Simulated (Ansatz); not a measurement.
Geometry optimisation, RKS B3LYP/6-31G* in Ansatz 0.2.0.

The input (input.yaml):

```yaml
crystal:
  periodic: [false, false, false]
  atoms:
    - { symbol: B, position_ang: [0.339124, 0.0, 0.047156] }
    - { symbol: Cl, position_ang: [0.748822, 0.0, 1.81752] }
    - { symbol: H, position_ang: [1.24951, 0.0, -0.712432] }
    - { symbol: F, position_ang: [-0.913756, 0.0, -0.330244] }
basis:
  gaussian: { orbitals: "6-31G*" }
hamiltonian:
  xc: b3lyp
relax:
  f_tol: 0.03
  max_steps: 50
```

Run as:

```bash
$ ansatz run input.yaml --threads 1 --pin off --max-ram 2048MiB --backend cpu --events-out ev --progress --plain --runs-dir out
```

Task: Where does it end, and by what steps?

Result: It converged. After 3 steps the energy has fallen by 0.039 eV; Cl2 moved furthest, 0.04 Å.

```
step  energy less start (eV)  largest force component (eV/Å)  accepted
   0                  0.0000                           1.146       yes
   1                 -0.0264                           0.763       yes
   2                 -0.0389                           0.084       yes
   3                 -0.0392                           0.014       yes
```

```xyz
4
Properties=species:S:1:pos:R:3
B 0.360 0.000 0.072
Cl 0.724 0.000 1.793
H 1.238 0.000 -0.727
F -0.898 0.000 -0.316
```

Run time: 6.2 s on 1 thread of Arm Neoverse V1 (shared host), peak memory 0.12 GiB.
